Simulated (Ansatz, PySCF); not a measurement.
Molecule: pyrazine, C4H4N2 (charge 0, singlet). SMILES: c1cnccn1
Structure (B3LYP-D3(BJ)/def2-TZVP (Ansatz, a quantum-chemistry and plane-wave program) minimum search):
```
C
N 1 1.3312
C 2 1.3312 1 116.23
H 1 1.0844 2 117.24 3 180.00
H 3 1.0844 2 117.24 1 180.00
C 1 1.3911 4 120.88 2 180.00
N 6 1.3312 1 121.89 4 -180.00
C 7 1.3312 6 116.23 1 0.00
H 8 1.0844 7 117.24 6 -180.00
H 6 1.0844 7 117.24 8 -180.00
```
Unstable Hartree-Fock reference: c1cnccn1.

Quantity: enthalpy of formation at 298 K (from the atomisation energy, B3LYP-D3(BJ)/def2-TZVP harmonic zero-point and thermal terms from PySCF, and the atoms' enthalpies of formation in the G2/97 table; no spin-orbit terms, and no core term in the frozen-core levels), in kJ/mol. Cores are frozen in the correlated levels unless marked. UHF or UKS for open shells. No spin-orbit coupling. Non-relativistic. The coupled-cluster limit lacks core correlation, which all-electron functionals hold. CBS(X,Y): correlation extrapolated as X^-3; Hartree-Fock from the larger set (for Q and 5 zeta extrapolated as (X+1)exp(-9√X)).

```tsv
level	program	enthalpy of formation at 298 K (kJ/mol)
HF/6-31G*	Ansatz	1698.9
PBE-D3(BJ)/def2-TZVPD	Ansatz + dftd3	-35.6
BLYP-D3(BJ)/def2-TZVPD	Ansatz + dftd3	127.1
PBE0/6-31G*	Ansatz	142.3
RPA@PBE/cc-pVTZ	Ansatz	561.8
SCS-MP2/cc-pVQZ	Ansatz	172.2
```

Task: What does CCSD(T)/CBS(cc-pVQZ,cc-pV5Z) (Ansatz) give?

Result: 226.7 kJ/mol, so SCS-MP2/cc-pVQZ differs from it by -54.5 kJ/mol.
